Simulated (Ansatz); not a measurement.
A calculation on α-phase Ga returned equilibrium volume per atom 19.06 Å³/atom, cohesive energy 3.07 eV/atom.

For reference: cohesive energy 2.81 eV/atom (measured, 0 K, copied from a table, unchecked, 0 K, 1 atm; zero-point vibration energy not added; as tabulated in Kittel's textbook).

Question: Which level of theory produced these numbers?
(A) LDA (Ansatz, a quantum-chemistry and plane-wave program)
(B) HSE06 (Ansatz)
(C) PBEsol (Ansatz)
(D) r²SCAN (Ansatz)

Answer: C, PBEsol (Ansatz)

The others give: HSE06 19.61 Å³/atom, 2.64 eV/atom; r²SCAN 19.19 Å³/atom, 2.84 eV/atom; LDA 18.36 Å³/atom, 3.44 eV/atom.

Unless a cell is named, each level is at its own relaxed cell (HSE06 19.61, LDA 18.36, PBEsol 19.06, r²SCAN 19.20 Å³/atom).

Caveats: exact exchange on metals is sensitive to the k mesh and can open a false gap (HSE06); the run warned that the count of filled bands differs between k points (HSE06). Ansatz's density-functional and Hartree–Fock values are scalar-relativistic unless marked +SOC, with PAW data made under PBE.
